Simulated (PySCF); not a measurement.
# Dipole moment and polarisability of `COCCC#P`

C₄H₇OP.
Atom-mapped SMILES: `[CH3:1][O:2][CH2:3][CH2:4][C:5]#[P:6]` (hydrogens: H7, H8, H9 on C1; H10, H11 on C3; H12, H13 on C4)

Cartesian coordinates in Å at the GFN2-xTB level; atoms count from 1:
```
atom  x, y, z in Å
C1    -2.197   -0.273    0.174
O2    -1.060    0.533    0.331
C3     0.141   -0.201    0.319
C4     1.303    0.782    0.498
C5     2.573    0.101    0.496
P6     3.923   -0.664    0.488
H7    -2.175   -0.810   -0.783
H8    -2.281   -1.008    0.985
H9    -3.057    0.393    0.197
H10    0.250   -0.744   -0.634
H11    0.147   -0.944    1.134
H12    1.164    1.320    1.442
H13    1.265    1.517   -0.313
```

Level: CAM-B3LYP/def2-SVPD (PySCF), static field, nuclei fixed, core orbitals frozen in the response. The polarisability tensor in these axes (au):

```
x   107.52 -11.18   1.47
y   -11.18  68.96   0.28
z     1.47   0.28  60.78
```

Task: Give the principal values, the mean and the anisotropy Δα = √{½[(α1 − α2)² + (α2 − α3)² + (α1 − α3)²]}.

Result: Principal values 60.66, 66.03 and 110.56 au; mean 79.08 au = 11.72 Å³ = 13.04 × 10⁻⁴⁰ C²·m²/J; Δα = 47.44 au (60 % of the mean).

Task: What is the dipole moment, and where does it point?

Result: (-1.30, -0.66, -0.15) D, 1.46 D in size, pointing from the negative to the positive side. Measured along this direction, the outermost atoms are P6 at the negative end and H9 at the positive end.

Task: Traceless (Buckingham) quadrupole moment about the centre of nuclear charge: eigenvalues?

Result: -4.13, -0.11, 4.24 D·Å. The values depend on the origin, since the dipole doesn't vanish. The electronic extent ⟨r²⟩ about the same centre is 1198 bohr², a root-mean-square distance of 2.49 Å for the 54 electrons.

Task: Sum over states: ᾱ = Σ f/ω², ω in Eh. What share falls to these 8 lowest TDDFT singlets (eV, f)? 4.26, 0.0000; 4.63, 0.0006; 4.64, 0.0003; 6.95, 0.0000; 7.12, 0.0248; 7.14, 0.0203; 7.19, 0.0993; 7.31, 0.0322.

Result: They add up to 2.56 au, 3.2 % of the 79.08 au; the largest single term is 1.42 au, from the state at 7.19 eV. Terms in order: 0.00, 0.02, 0.01, 0.00, 0.36, 0.29, 1.42, 0.45 au. Higher excitations give the rest. The strengths listed sum to 0.177.

Task: How large is μ²/3kT at 500 K beside α?

Result: In Gaussian units μ²/3kT = 10.32 Å³ against 11.72 Å³, a ratio of 0.88; the Debye molar polarisation (4π/3)N_A(α + μ²/3kT) is 55.6 cm³/mol, leaving out the vibrational part.

Task: Rayleigh depolarisation ratio (linearly polarised light, static tensor)?

Result: ρ = 3Δα²/(45ᾱ² + 4Δα²) = 6751.2/(281446 + 9001.6) = 0.0232.

Geometry: GFN2-xTB, one conformer, isolated molecule.

The run behind these numbers computed excited states as well. Time: 47 s; peak memory 0.77 GiB. Hardware: one thread of an Arm Neoverse N1, no GPU, shared host with 64 logical CPUs at a one-minute load of 58.
